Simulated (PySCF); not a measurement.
# ClH2Si: the cost of one run

Programs: PySCF 2.14.0. All values are calculated, for the isolated system unless a continuum is named. Atoms count from 0, parts from 1.

## (1) The system as given

4 atoms, charge -1, multiplicity 1; geometry: GFN2-xTB. Parts: 1 = atoms 0–2, `[SiH2]`, charge 0; 2 = atom 3, `[Cl-]`, charge -1. In the given geometry Si0 and Cl3 of different parts are bonded (2.27 Å), so values for the parts refer to these atom groups.

## (2) Geometry optimisation at PBE0-D3(BJ)/def2-SVPD

The job: settings as JSON, then the geometry in Å.

```
{"job": {"xc": "PBE0", "basis": "def2-SVPD", "d3": "d3bj", "grid": 2, "kind": "geom", "shake": 0.01}, "charge": -1, "multiplicity": 1, "parts": [{"atoms": "0-2", "charge": 0, "multiplicity": 1}, {"atoms": "3-3", "charge": -1, "multiplicity": 1}]}
Si    -0.006788     0.281383     0.664339
H     -0.765246    -0.746288    -0.109344
H      1.163588     0.423791    -0.212064
Cl     0.962255    -1.158919     2.134452
```

The run is started by

```console
$ OMP_NUM_THREADS=1 python cluster_run.py task.json out
```

This one command runs all jobs of the session in turn.

**Question.** How long does this first job take on 1 thread of Arm Neoverse V1, shared host, and how much memory does it need?

About 4.8 s, with a peak of 0.32 GiB.
